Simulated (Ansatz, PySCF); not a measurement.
hydrogen chloride (ClH), SMILES Cl.

Geometry optimised at B3LYP-D3(BJ)/def2-TZVPD.

Two levels are set side by side: PBE/def2-TZVPD (Ansatz, an electronic-structure program) and EOM-CCSD/aug-cc-pVDZ (PySCF). PBE by ΔSCF, the other level by its IP root; same geometry, the bases differ. Differences are taken from unrounded values.

```json
[
 {"quantity": "vertical ionisation energy (eV)", "EOM-CCSD": "12.53", "PBE": "12.72", "PBE minus EOM-CCSD": "0.19"}
]
```

On these quantities the two levels nearly agree.
